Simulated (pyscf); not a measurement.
H₃C–Si(CH₃)(CH₃)–OH + H₂O -> CH₄ + H₃C–Si(CH₃)(OH)–OH (four-centre exchange; singlet surface; C–Si, H–O broken, C–H, O–Si formed). Structures and frequencies: ωB97X-D3(BJ)/def2-SVP in PySCF. Rate constants from transition-state theory, ωB97M-D3(BJ)/def2-TZVP energies (ideal gas, 1 atm, RRHO with modes under 100 cm⁻¹ raised to 100, one conformer, R ln 2 for chiral ones without a mode under 150 cm⁻¹; no tunnelling), k in cm³ molecule⁻¹ s⁻¹.

```
T (K)  1000/T  log10 k
-----  ------  -------
298     3.354   -45.53
600     1.667   -29.89
900     1.111   -24.54
1200    0.833        ?
```

### Question
Fit an Arrhenius line to the three values, give the activation energy, and predict k at 1200 K.

### Answer
Least squares gives log10 k = -14.23 − 9.34 × 1000/T, so Ea = 9.34 × ln 10 × 1.987 = 42.7 kcal/mol, against an electronic barrier of 42.1. At 1200 K the line gives -22.01; the computed value is -21.75 (ΔG‡ = 89.9 kcal/mol), a factor 1.8 over the line, since the plot is curved. On the reactant side the descent ends in a complex (not fully relaxed), 5.9 kcal/mol under the separated species and 49.4 kcal/mol under the saddle at ωB97X-D3(BJ)/def2-TZVP. This is the saddle that the search found; another between the same sides may lie lower.
